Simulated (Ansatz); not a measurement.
# CHBS (triplet): wave-function methods side by side at distance C2–H4 = 1.177 Å, cc-pVDZ

How much of the correlation energy of CHBS (triplet) does each wave-function method recover here?

Computed with Ansatz 0.2.0, Gaussian basis. Level: cc-pVDZ, core rule «outside noble gas», up to 7 orbitals frozen.

The runs, in order: UHF; CCSD(T) on ROHF; CCSD(T) on UHF; BCCD(T) on ROHF; CISD; CCSDT(Q) on ROHF; CCSDT(Q) on UHF; CASSCF and MRCISD+Q, 4 electrons in 4 orbitals; CASSCF and NEVPT2, 4 electrons in 4 orbitals.

19 further runs of the same task are left out: 2 for a mislabelled method, 13 that didn't finish, 4 set aside as unsound or not needed.

### 1 The system

The geometry derives from a PBE0/def2-TZVP stationary point (not a proven minimum). One bond is set to the value named and the two fragments are kept rigid.

4 atoms, charge 0, spin multiplicity 3.

Atoms are counted from 1 here; the program's logs count them from 0.

Bond lengths: B1–C2 1.415 Å, B1–S3 1.834 Å, C2–S3 1.766 Å, C2–H4 1.177 Å. Angles: C2–B1–S3 64.4°, B1–C2–S3 69.4°, B1–C2–H4 162.5°, S3–C2–H4 128.1°, B1–S3–C2 46.2°.

### 2 UHF

in.yaml

```yaml
crystal:
  periodic: [false, false, false]
  atoms:
    - {symbol: B, position_ang: [0.000000, -0.942435, 0.804749]}
    - {symbol: C, position_ang: [0.000000, 0.454800, 1.025995]}
    - {symbol: S, position_ang: [0.000000, 0.099993, -0.704412]}
    - {symbol: H, position_ang: [0.000000, 1.507924, 1.551600]}
basis:
  gaussian: {orbitals: cc-pVDZ}
magnetization: {spin_polarized: true, initial_magnetization: 2}
hamiltonian: {xc: hf}
output: {orbitals: {seedname: orbitals}}
```

Launch:

```bash
$ ansatz run in.yaml --threads 1 --pin off --events-out ev --progress --plain --max-ram 2393MiB
```

After this run come: CCSD(T) on ROHF; CCSD(T) on UHF; BCCD(T) on ROHF; CISD; CCSDT(Q) on ROHF; CCSDT(Q) on UHF; CASSCF and MRCISD+Q, 4 electrons in 4 orbitals; CASSCF and NEVPT2, 4 electrons in 4 orbitals.

Before running them: what should the planned runs give, taken together? Wanted: UCCSDT(Q) below the RHF energy; RMP2 from UCCSDT(Q); UMP2 from UCCSDT(Q); RCCSD from UCCSDT(Q); RCCSD(T) from UCCSDT(Q); UCCSD(T) from UCCSDT(Q); RCCSDT(Q) from UCCSDT(Q); MRCISD+Q pair from UCCSDT(Q); T1 diagnostic.

**Answer**, as computed:

```
                         quantity                      value
   UCCSDT(Q) below the RHF energy                 -9.7427 eV
              RMP2 from UCCSDT(Q)                +1111.2 meV
              UMP2 from UCCSDT(Q)                +1212.2 meV
             RCCSD from UCCSDT(Q)                 +484.9 meV
          RCCSD(T) from UCCSDT(Q)                  +62.1 meV
          UCCSD(T) from UCCSDT(Q)                  +64.8 meV
         RCCSDT(Q) from UCCSDT(Q)                   +2.7 meV
     MRCISD+Q pair from UCCSDT(Q)                 +311.4 meV
levels within 1 kcal/mol (43 meV)  RCCSDT, UCCSDT, RCCSDT(Q)
                    T1 diagnostic                      0.026
```

RCCSD(T) misses by +62.1 meV, 0.6 % of the correlation energy. These misses are within one basis, not against nature; the frozen cores of restricted and unrestricted runs differ, which can shift their rows.
